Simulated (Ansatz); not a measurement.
A made-up structure of CH$_{7}$Si$_{2}$ (charge -1), singlet:

Si1  (-1.112, 0.844, -0.725)
C2  (1.102, -0.735, 0.849)
Si3  (0.015, -0.518, -0.541)
H4  (-2.538, 0.498, -1.119)
H5  (-0.820, 1.922, -1.765)
H6  (-1.256, 1.638, 0.545)
H7  (0.149, -1.417, -1.632)
H8  (1.118, -1.698, 1.292)
H9  (0.866, -0.080, 1.648)
H10  (2.144, -0.585, 0.723)
(Å)

It is relaxed with PBE-D4/def2-SVPD and then PBE0-D4/def2-TZVPD (Ansatz 0.2.0). Atoms count as bonded within 1.22 times the sum of their covalent radii (H–H: 0.88 Å). The end point is not checked to be a true minimum.

(1) Does its bonding change? (A judgement: the text doesn't fix the answer.)

## Answers

(1) By the calculation: No: no bond forms or breaks.

Where it ends: The first stage lowers the energy by 4.55 eV in 15 steps. It ends as CH₇Si₂ ([CH3][SiH][SiH3]), total charge -1:
Si1  (-1.216, 0.885, -0.670)
C2  (1.169, -0.735, 0.830)
Si3  (-0.503, -1.278, -0.039)
H4  (-2.346, 0.895, -1.671)
H5  (-0.226, 1.861, -1.280)
H6  (-1.782, 1.707, 0.466)
H7  (0.063, -1.541, -1.447)
H8  (1.774, -1.623, 1.045)
H9  (0.949, -0.261, 1.794)
H10  (1.784, -0.041, 0.247)
(Å)

Labels in which every atom is bracketed show which atoms are joined, not bond orders.

For scale, one of the runs: PBE0-D4/def2-TZVPD relaxation, 186 basis functions, launched by `ansatz run in.yaml --threads 2 --pin off --events-out ev --progress --plain --max-ram 4352MiB`. The run took about 21 s on 2 CPU threads of an Arm Neoverse V2 (shared host).
